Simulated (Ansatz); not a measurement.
Litharge SnO, treated with B3LYP (VWN-RPA form) in Ansatz (plane waves, PAW).

Input:

Ansatz 0.2 input:
```yaml
crystal:
  lattice:
    - [3.801, 0.0, 0.0]
    - [0.0, 3.801, 0.0]
    - [0.0, 0.0, 4.835]
  atoms:
    - { symbol: Sn, position: [0.5, 0.0, 0.7631] }
    - { symbol: Sn, position: [0.0, 0.5, 0.2369] }
    - { symbol: O, position: [0.5, 0.5, 0.0] }
    - { symbol: O, position: [0.0, 0.0, 0.0] }
basis:
  ecutwfc: 460
  ecutrho_ratio: 4
  xc_grid: 2
kpoints:
  mp_grid: { grid: [8, 8, 6] }
  band_path: { path: [[0, 0, 0], [0.045455, 0.045455, 0]], npoints: 1 }
hamiltonian:
  xc: b3lyp
  dispersion: none
  pseudopotentials: { kind: paw }
scf:
  occupations: { method: fermi_dirac, width: 0.01 }
  convergence: { dr2_threshold: 0.0000000004 }
output:
  forces: true
  stress: true
  eigenvalues: true
  write_bands: true
```

Task: How many irreducible k-points, plane waves at Γ does the program set up, and what pressure does the run end with?

Result: 60 irreducible k-points, 1577 plane waves at Γ; P = 4.95 GPa, so the cell is compressed on average and its volume would grow at this level.

The run printed, among other lines:

```
WARN output.stress: scf.exx.energy_threshold = 1e-6 eV is looser than the 4e-8 eV advised for a stress under a hybrid functional (1e-8 eV for each atom of the …
Crystal: 4 atoms, lattice volume = 69.854 Å³
Basis set: ecut = 460 eV, 1577 PW (Γ), exchange–correlation on 54×54×72 points (8 copies of the dense FFT grid, shifted against one another)
Bands: 24, of which v1, the nominal top of the filled ones, is band 20 counted from 1 (19 counted from 0)
Symmetry: 16 space group operations
Space group: P4/nmm (ITA 129), of the structure as read, at distance tolerance 4.1e-5 Å
k-points: 60 of 384
Functional: x = 0.1 slater + 0.9 b88, c = 0.19 vwn_rpa + 0.81 lyp, warm-up for x = 0.08 slater + 0.72 b88 + 0.2 exact, c = 0.19 vwn_rpa + 0.81 lyp
SCF iter   1: F=—  HF=-13210.044613 eV  |F-HF|=—  |Δ(HF+E_count)|=         —  Δρ=1.59e-2  dr2=1.49e-1
SCF iter   2: F=—  HF=-13210.044624 eV  |F-HF|=—  |Δ(HF+E_count)|=   1.09e-5  Δρ=1.40e-2  dr2=1.47e-1
  ...
Crystal: 4 atoms, lattice volume = 69.854 Å³
Initial density: handed on by an earlier stage of this run
Functional: x = 0.08 slater + 0.72 b88 + 0.2 exact, c = 0.19 vwn_rpa + 0.81 lyp
Crystal: 4 atoms, lattice volume = 69.854 Å³
SCF 3 converged in 5 iterations: F = -13216.196383 eV  dr2 = 2.39e-10
Crystal: 4 atoms, lattice volume = 69.854 Å³
SCF iter   1: F=—  HF=-13216.196383 eV  |F-HF|=—  |Δ(HF+E_count)|=         —  Δρ=1.16e-6  dr2=9.28e-10
SCF iter   2: F=-13216.196383 eV  HF=-13216.196383 eV  |F-HF|=1.27e-11  |Δ(HF+E_count)|=  2.26e-10  Δρ=2.69e-7  dr2=1.08e-10
SCF 4 converged in 2 iterations: F = -13216.196383 eV  dr2 = 1.08e-10
Free energy (F): -13216.196383 eV
Internal energy: -13216.196383 eV  (E = F + TS)
E sigma→0 (E₀):  -13216.196383 eV
Fermi energy:    10.251219 eV
--- Forces (eV/Å), atoms counted from 1 ---
  atom   1  Sn     0.00000000     0.00000000    -0.08170423
  atom   2  Sn     0.00000000     0.00000000     0.08170423
  atom   3  O      0.00000000     0.00000000     0.00000000
  atom   4  O      0.00000000     0.00000000     0.00000000
--- Stress (GPa, compression-positive) ---
        5.098012       0.000000       0.000000
        0.000000       5.098012       0.000000
        0.000000       0.000000       4.664906
  P = ⅓ Tr σ = 4.9536 GPa (49.536 kbar)
```

The PAW data were made under PBE.

Note: cell and atoms aren't relaxed at this level (largest force component 0.08 eV/Å, pressure 5.0 GPa).

The result took very roughly 8 core-minutes.

Ansatz is a first-principles code.
